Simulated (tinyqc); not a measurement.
Worked calculation: harmonic frequencies on the UHF/sto-3g surface (energies and gradients from PySCF), for BH, spin multiplicity 3. One step of it, computed by the program tinyqc.

Question. One row of the Hessian: 1Bz. Displace 1Bz by +/-0.01 bohr; H(k, :) = (g(+) - g(-)) / (2 delta).

optimised positions (bohr):
```
           x         y          z
1B  0.000000  0.000000  -0.079541
2H  0.000000  0.000000   2.103438
```

gradient at +delta (hartree/bohr):
```
             x           y            z
1B  0.00000000  0.00000000   0.00369939
2H  0.00000000  0.00000000  -0.00369939
```

gradient at -delta (hartree/bohr):
```
             x           y            z
1B  0.00000000  0.00000000  -0.00362866
2H  0.00000000  0.00000000   0.00362866
```

Give: row of the Hessian.

Answer.

row of the Hessian (hartree/bohr^2): 1Bx 0.00000, 1By 0.00000, 1Bz 0.36640, 2Hx 0.00000, 2Hy 0.00000, 2Hz -0.36640
